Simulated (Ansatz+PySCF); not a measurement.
## singlet CH3(+): levels of theory in one basis

```
atom    x (Å)    y (Å)    z (Å)
   C   0.0336  -0.0010   0.0370
   H   1.1130  -0.0120   0.0477
   H  -0.5226   0.9853  -0.0280
   H  -0.5979  -0.9391   0.0102
```

Basis set: def2-SVP (spherical functions). Correlated methods keep 1 orbital frozen. Charge 1, multiplicity 1.

Computed with Ansatz (development build ahead of 0.2.0); each method stands on the lowest determinant of its kind that the runs found. NEVPT2 correlates all electrons. Active spaces start from the frontier orbitals, and the lowest solution found is given.

```csv
method,E − E(RHF) (eV),<S²> of the determinant
RHF,0.00,0.00
RHF-MP2,-2.94,–
RHF-CCSD,-3.57,–
RHF-CCSD(T),-3.62,–
"SC-NEVPT2(6,7)",-3.18,–
```

What does CASSCF(6,7) give on the same scale?

-1.81 eV.

Is a single determinant a sound starting point here?

By this sign, yes. Unrestricted orbitals gain 0.00 eV and <S²> is 0.00 against 0.00 for a pure state. The CASSCF(6,7) natural occupations are 1.98, 1.98, 1.97, 0.02, 0.02, 0.02, 0.01.
